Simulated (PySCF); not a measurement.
## SiHF + H₂O → H₂SiO + HF

Level: PBE0 in the def2-TZVP basis family, all electrons, no relativity, computed in PySCF with density fitting; open shells unrestricted.

| species | state and structure | E (Eh) | ZPE (kJ/mol) | H(298 K) − H(0) (kJ/mol) | S° (J/(mol K)) |
| --- | --- | --- | --- | --- | --- |
| SiHF | singlet, Cs, Si–F 1.612 Å, Si–H 1.541 Å; F–Si–H 96.3° | -389.76329 | 22.1 | 10.2 | 239.0 |
| H₂O | singlet, C2v, O–H 0.960 Å (×2); H–O–H 105.1° | -76.37736 | 56.5 | 9.9 | 188.7 |
| H₂SiO | singlet, C2v, Si–H 1.486 Å (×2), Si–O 1.516 Å; H–Si–H 111.9°, H–Si–O 124.0° (×2) | -365.73762 | 48.4 | 10.7 | 235.0 |
| HF | singlet, C∞v, H–F 0.920 Å | -100.39188 | 24.9 | 8.7 | 173.6 |

Task: What is the electronic reaction energy?

Result: At PBE0/def2-TZVP, ΔE = 29.3 kJ/mol from the differences of the total energies times 2625.5, uphill. Hydrolysis steps of this kind drive oxide growth by atomic layer deposition.

Task: Add zero-point, thermal and entropy terms for 298.15 K and 1 bar.

Result: ΔZPE = -5.3 and Δ[H(298) − H(0)] = -0.7 kJ/mol give ΔH° = 23.3 kJ/mol. ΔS° = -19.1 J/(mol K), so ΔG° = 23.3 − 298.15 × (-0.0191) = 29 kJ/mol and log₁₀K = -5.1.

Each species is the lowest minimum found with this bonding; other isomers or fragments can lie lower.
